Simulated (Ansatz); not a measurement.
Relaxation of CH2OS2 (6 atoms, charge 0, multiplicity 1), to a largest force component of 0.02 eV/Å in at most 50 steps.

Theory: UHF/def2-SVP in Ansatz 0.2.0.

```xyz
6
Properties=species:S:1:pos:R:3:forces:R:3
S -1.056 -1.251 -0.207 -4.68 -1.53 5.23
C 0.161 -0.328 -0.761 5.20 1.78 -5.67
O 0.730 0.677 -0.150 -1.85 -1.62 0.50
S 0.256 1.180 1.388 -0.56 0.02 0.95
H -2.020 -2.237 -0.156 1.44 0.51 -1.56
H -0.703 0.213 1.464 0.46 0.85 0.55
```

Q: Where does it end, and by what steps?

A: The run converged. The force dipped under the threshold on the way, but the program's further checks kept it going. After 22 steps the energy has fallen by 3.725 eV; H6 moved furthest, 1.22 Å.

```
step  energy less start (eV)  largest force component (eV/Å)  accepted
   0                  0.0000                           5.669       yes
   1                 -1.6656                           5.014       yes
   2                 -2.8408                           1.833       yes
   3                 -3.3249                           0.859       yes
   4                 -3.4577                           2.062       yes
   5                 -3.5571                           0.630       yes
   6                 -3.5732                           0.302       yes
   7                 -3.5827                           0.190       yes
   8                 -3.6158                           0.286       yes
   9                 -3.6635                           0.208       yes
  10                 -3.6335                           1.930        no
  11                 -3.6872                           0.135       yes
  12                 -3.7034                           0.148       yes
  13                 -3.7174                           0.117       yes
  14                 -3.7181                           0.057       yes
  15                 -3.7234                           0.068       yes
  16                 -3.7225                           0.265        no
  17                 -3.7245                           0.020       yes
  18                 -3.7245                           0.039        no
  19                 -3.7245                           0.010       yes
  20                 -3.7250                           0.077       yes
  21                 -3.7251                           0.039       yes
  22                 -3.7253                           0.013       yes
```

```xyz
6
Properties=species:S:1:pos:R:3
S -1.054 -1.632 0.175
C -0.283 -0.411 -0.806
O 0.333 0.526 -0.159
S 0.502 0.670 1.531
H -1.530 -2.303 -0.873
H -0.600 1.403 1.710
```

The run took 69 s on 1 thread of Arm Neoverse V1, with other jobs on the host, peak memory 0.17 GiB.
